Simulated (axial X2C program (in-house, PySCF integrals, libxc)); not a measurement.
**SiN: EOM-IP-CCSD levels**

Aim: EOM-IP-CCSD levels of SiN, with spin–orbit coupling in the Hamiltonian from the start.

The runs use an in-house X2C program for linear molecules on PySCF integrals; two-component X2C with atomic mean-field terms, Si dyall-av3z, N dyall-av3z.

All values are calculated.

## 1. The job

The input, task.json:

```json
{"zs": [14, 7], "q": 0, "bas": ["dyall-av3z", "dyall-av3z"], "r0": 1.67, "eom": "ip", "rq": -1, "thr": -2.0, "nmax": 95, "grid": [1, 0.96, 1.045, 0.92, 1.09, 1.15]}
```

Keys: zs atomic numbers; q charge; bas basis sets; r0 starting distance in Å; eom kind of EOM run; thr threshold in hartree for freezing inner shells (an s shell follows its p shell); nmax most natural virtual spinors; grid distances as factors.

Started as:

```console
$ python soeom.py task.json out
```

Nuclei are Gaussian, cores are contracted, and the Gaunt term is on.

## 2. EOM-IP-CCSD at 1.589 Å

Reference: the closed shell SiN⁻; 10 electrons correlated, 94 virtual spinors; roots sought by Ω: 1/2: 4, 3/2: 3, 5/2: 1.

Output:

```text
two-component X2C + atomic mean field  HF
basis functions 119  fitting functions 632  grid points 4352
iter        total energy     max residual
   1       -343.935143807     5.98e-02
   2       -343.948586724     3.30e-03
   3       -343.949194576     1.29e-03
   4       -343.949284754     9.54e-04
   5       -343.949299971     5.88e-04
   6       -343.949307127     1.78e-04
   7       -343.949307669     4.91e-05
   8       -343.949307776     1.25e-05
   9       -343.949307789     7.94e-06
  10       -343.949307793     6.18e-06
  11       -343.949307796     4.80e-06
  12       -343.949307799     1.93e-06
  13       -343.949307800     3.59e-07
converged
one-electron -546.46631682  Coulomb 197.00441246  exact exchange -27.08434994  xc functional 0.00000000  nuclear repulsion 32.63647997  atomic mean-field constant -0.03953347
correlated 10  virtual 200  natural virtual 94  E(MP2) -0.351632702  MP2 remainder -0.010221040
iter   CCSD correlation   residual
   1     -0.311405105   2.47e-01
   2     -0.329586052   1.23e-01
   3     -0.334131515   3.39e-02
   4     -0.334448394   1.47e-02
   5     -0.334718353   5.24e-03
   6     -0.334681874   1.24e-03
   7     -0.334674570   4.07e-04
   8     -0.334679152   1.16e-04
   9     -0.334680018   4.49e-05
  10     -0.334679223   2.06e-05
  11     -0.334679558   9.40e-06
  12     -0.334679332   4.34e-06
  13     -0.334679362   2.28e-06
  14     -0.334679362   1.33e-06
(T) -0.024284308  T1 0.0333  D1 0.0438  max T2 0.088
EOM-IP-CCSD roots
2*Omega      energy/Eh   energy/eV  one-particle weight
    1       0.10929429      2.9740      0.915
    1       0.11976152      3.2589      0.917
    1       0.24108252      6.5602      0.853
    1       0.34047358      9.2648      0.000
    3       0.11932882      3.2471      0.917
    3       0.34047087      9.2647      0.000
    3       0.37142800     10.1071      0.000
    5       0.37155733     10.1106      0.000
```

T1 in the output is the amplitude norm over the root of the electron number; divide by √2 for the Lee–Taylor value.

```tsv
Ω	vertical IE (eV)	above lowest (cm⁻¹)	spinor	weight
1/2	2.974	0	53% N pσ, 22% Si pσ, 12% Si sσ	0.91
3/2	3.247	2200	62% N pπ, 29% Si pπ	0.92
1/2	3.259	2300	61% N pπ, 30% Si pπ	0.92
1/2	6.560	28920	42% Si sσ, 28% N pσ, 17% Si pσ	0.85
```

Run time: 5.1 s. Hardware: 1 thread of Arm Neoverse V2, shared host; peak memory 0.58 GiB.

## 3. EOM-IP-CCSD at 1.525 Å

```tsv
Ω	vertical IE (eV)	above lowest (cm⁻¹)	spinor	weight
1/2	2.906	0	53% N pσ, 21% Si pσ, 13% Si sσ	0.92
3/2	3.386	3870	61% N pπ, 29% Si pπ	0.92
1/2	3.398	3970	61% N pπ, 29% Si pπ	0.92
1/2	6.391	28110	39% Si sσ, 29% N pσ, 19% Si pσ	0.87
```

Run time: 5.2 s. Hardware: 1 thread of Arm Neoverse V2, shared host; peak memory 0.59 GiB.

## 4. EOM-IP-CCSD at 1.661 Å

```tsv
Ω	vertical IE (eV)	above lowest (cm⁻¹)	spinor	weight
1/2	3.035	0	54% N pσ, 23% Si pσ, 11% Si sσ	0.91
3/2	3.112	620	62% N pπ, 30% Si pπ	0.92
1/2	3.123	710	62% N pπ, 30% Si pπ	0.92
1/2	6.735	29840	45% Si sσ, 27% N pσ, 15% Si pσ	0.84
```

Run time: 5.1 s. Hardware: 1 thread of Arm Neoverse V2, shared host; peak memory 0.59 GiB.

## 5. EOM-IP-CCSD at 1.462 Å

```tsv
Ω	vertical IE (eV)	above lowest (cm⁻¹)	spinor	weight
1/2	2.821	0	52% N pσ, 19% Si pσ, 14% Si sσ	0.92
3/2	3.544	5830	61% N pπ, 29% Si pπ	0.92
1/2	3.557	5940	61% N pπ, 29% Si pπ	0.92
1/2	6.209	27330	37% Si sσ, 29% N pσ, 20% Si pσ	0.88
```

Run time: 5.2 s. Hardware: 1 thread of Arm Neoverse V2, shared host; peak memory 0.59 GiB.

## 6. EOM-IP-CCSD at 1.732 Å

```tsv
Ω	vertical IE (eV)	above lowest (cm⁻¹)	spinor	weight
3/2	2.997	0	62% N pπ, 30% Si pπ	0.91
1/2	3.007	80	61% N pπ, 31% Si pπ	0.91
1/2	3.083	700	55% N pσ, 25% Si pσ, 10% Si sσ	0.91
1/2	6.892	31410	48% Si sσ, 25% N pσ, 14% Si pσ	0.82
```

It took 5.7 s on 1 thread of Arm Neoverse V2, shared host; peak memory 0.6 GiB.

## 7. EOM-IP-CCSD at 1.827 Å

```tsv
Ω	vertical IE (eV)	above lowest (cm⁻¹)	spinor	weight
3/2	2.867	0	62% N pπ, 31% Si pπ	0.91
1/2	2.879	100	62% N pπ, 31% Si pπ	0.91
1/2	3.131	2130	56% N pσ, 26% Si pσ, 9% Si sσ	0.91
1/2	7.072	33910	52% Si sσ, 23% N pσ, 12% Si pσ	0.78
```

Wall time 5.7 s (1 thread of Arm Neoverse V2, shared host); peak memory 0.6 GiB.

## 8. Curves of the states

Energies in eV from the lowest point of the lowest state; states are followed by energy order within each Ω.

```tsv
R (Å)	(1)Ω=1/2	(1)Ω=3/2	(2)Ω=1/2	(3)Ω=1/2
1.462	0.3903	1.1136	1.1263	3.7787
1.525	0.0660	0.5461	0.5584	3.5511
1.589	0.0000	0.2731	0.2848	3.5861
1.661	0.1443	0.2210	0.2323	3.8438
1.732	0.3689	0.3591	0.4458	4.2540
1.827	0.7455	0.7332	0.9972	4.9378
```

## 9. Summary of results

```
                     quantity                            value
       lowest root at 1.589 Å                Ω = 1/2, 2.974 eV
next root led by one particle  Ω = 3/2, about 2200 cm⁻¹ higher
          T1 of the reference                            0.024
```

**Reading.** Removing an electron from the reference determinant of SiN⁻ costs 2.97 eV and empties a spinor of 53% N pσ, 22% Si pσ, 12% Si sσ. Errors of 0.1 to 0.3 eV are usual at this size, and roots led by higher excitations are left out, so the list is incomplete, and low states of that kind can be missing.
